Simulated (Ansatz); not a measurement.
# C2H4ClF (1-chloro-2-fluoroethane) at HF/3-21G

Aim: the vertical electron affinity of C2H4ClF (1-chloro-2-fluoroethane) at HF/3-21G, from 2 runs. 

The calculation is run with Ansatz 0.2.0.

37 further runs of the same task are left out: 37 set aside as unsound or not needed.

## 1. The structure to begin with

The species is C2H4ClF (8 atoms), meant as a singlet with charge 0. As SMILES, `FCCCl`. Geometry: relaxed at PBE0-D4/def2-TZVP. This is one conformer, not always the lowest.

Bond lengths: F1–C2 1.375 Å, C2–C3 1.501 Å, C3–Cl4 1.778 Å, C2–H5 1.093 Å, C2–H6 1.096 Å, C3–H7 1.090 Å, C3–H8 1.091 Å. Some angles: F1–C2–C3 110.9°, C2–C3–Cl4 112.2°, F1–C2–H5 108.3°, F1–C2–H6 108.0°, C3–C2–H5 111.2°, C3–C2–H6 109.0°, C2–C3–H7 110.7°, C2–C3–H8 109.7°, Cl4–C3–H7 107.4°, Cl4–C3–H8 107.5°.

## 2. The energy at HF/3-21G

Input file molecule.yaml:

```yaml
basis:
  gaussian:
    orbitals: 3-21G.json
crystal:
  periodic: [false, false, false]
  atoms:
    - {symbol: F, position_ang: [-1.336980, 0.498150, 1.030500]}
    - {symbol: C, position_ang: [-0.143560, 0.671020, 0.368890]}
    - {symbol: C, position_ang: [0.300450, -0.609920, -0.275720]}
    - {symbol: Cl, position_ang: [-0.759330, -1.087620, -1.620890]}
    - {symbol: H, position_ang: [-0.273910, 1.462220, -0.374180]}
    - {symbol: H, position_ang: [0.609620, 0.981160, 1.102570]}
    - {symbol: H, position_ang: [0.296790, -1.425630, 0.446820]}
    - {symbol: H, position_ang: [1.306920, -0.489380, -0.677980]}
accuracy: high
output: {orbitals: {seedname: orbitals}}
hamiltonian:
  xc: hf
```

The basis set 3-21G is read from a file made from the Basis Set Exchange's data (not shown).

Launch:

```sh
$ ansatz run molecule.yaml --threads 1 --pin off --max-ram 3480MiB --events-out events.jsonl --progress --plain --runs-dir runs
```

The log of the run:

```text
Warning: RAYON_NUM_THREADS=1 ignored (pool sized by the plan → 1); use --threads N
Functional definition: HF
  name "HF"
  exchange = exact_x
  correlation = 0
1107 factors; integrals over basis functions are off by at most 7.8e-9 eV
mean field evaluation 1: about -17245.2943 eV, gradient 2.3e1 eV
mean field evaluation 2: about -17245.6454 eV, gradient 2.3e1 eV
mean field evaluation 4: about -17247.0309 eV, gradient 2.1e0 eV
mean field evaluation 8: about -17247.0484 eV, gradient 1.2e-1 eV
mean field evaluation 16: about -17247.0484 eV, gradient 2.4e-8 eV
mean field -17247.04843831 eV, -633.8173396385 hartree, gradient 2.4e-8 eV, S^2 0.000000; 0 other end points of the search recorded, 0 dependent functions left out
reference -17247.04843831 eV, -633.8173396385 hartree; 21, 21 occupied and 27, 27 virtual orbitals, 1107 factors
Total energy: -17247.04843831 eV, -633.8173396385 hartree
```

Run time: 0.52 s. Hardware: 1 thread of Arm Neoverse V1, shared host; peak memory 0.1 GiB.

## 3. The doublet anion at the same level

Input file job.yaml:

```yaml
crystal:
  periodic: [false, false, false]
  atoms:
    - symbol: F
      position_ang: [-1.336980, 0.498150, 1.030500]
    - symbol: C
      position_ang: [-0.143560, 0.671020, 0.368890]
    - symbol: C
      position_ang: [0.300450, -0.609920, -0.275720]
    - symbol: Cl
      position_ang: [-0.759330, -1.087620, -1.620890]
    - symbol: H
      position_ang: [-0.273910, 1.462220, -0.374180]
    - symbol: H
      position_ang: [0.609620, 0.981160, 1.102570]
    - symbol: H
      position_ang: [0.296790, -1.425630, 0.446820]
    - symbol: H
      position_ang: [1.306920, -0.489380, -0.677980]
basis:
  gaussian:
    orbitals: 3-21G.json
total_charge: -1
magnetization:
  spin_polarized: true
  initial_magnetization: 1
hamiltonian:
  xc: hf
accuracy: high
output: {orbitals: {seedname: orbitals}}
```

The basis set 3-21G is read from a file made from the Basis Set Exchange's data (not shown).

Launch:

```sh
$ ansatz run job.yaml --threads 1 --pin off --max-ram 3480MiB --events-out events.jsonl --progress --plain --runs-dir runs
```

The log of the run:

```text
Warning: RAYON_NUM_THREADS=1 ignored (pool sized by the plan → 1); use --threads N
[... 4 set-up lines as earlier in the session ...]
1107 factors; integrals over basis functions are off by at most 7.8e-9 eV
mean field evaluation 1: about -17241.0110 eV, gradient 1.6e1 eV
mean field evaluation 2: about -17241.0129 eV, gradient 1.6e1 eV
mean field evaluation 4: about -17242.6668 eV, gradient 1.6e0 eV
mean field evaluation 8: about -17242.7286 eV, gradient 2.4e-1 eV
mean field evaluation 16: about -17242.7320 eV, gradient 1.7e-8 eV
mean field -17242.73195667 eV, -633.6587118641 hartree, gradient 1.7e-8 eV, S^2 0.758939; 0 other end points of the search recorded, 0 dependent functions left out
reference -17242.73195667 eV, -633.6587118641 hartree; 22, 21 occupied and 26, 27 virtual orbitals, 1107 factors
Total energy: -17242.73195667 eV, -633.6587118641 hartree
```

Run time: 0.84 s. Hardware: 1 thread of Arm Neoverse V1, shared host; peak memory 0.13 GiB.

## 4. What came out

At HF/3-21G:

```
                                         quantity          value
                    singlet C2H4ClF: total energy  -633.81734 Eh
                     singlet C2H4ClF: HOMO energy      -12.05 eV
                     singlet C2H4ClF: LUMO energy        5.38 eV
                   singlet C2H4ClF: HOMO–LUMO gap       17.43 eV
                      doublet anion: total energy  -633.65871 Eh
doublet anion: HOMO energy (highest over α and β)        3.17 eV
 doublet anion: LUMO energy (lowest over α and β)       12.46 eV
                              doublet anion: ⟨S²⟩          0.759
vertical electron affinity (to the doublet anion)      -4.316 eV
```

**Reading.** The anion lies 4.32 eV (100 kcal/mol) above the neutral: the electron isn't bound at this level, and such a value depends on the basis. Without diffuse functions anions come out too high. Hartree–Fock misses the correlation that binds many anions. The HOMO (doublet anion) lies at positive energy, 3.17 eV: the electron is unbound at this level or held by a compact basis; values depend on the basis.
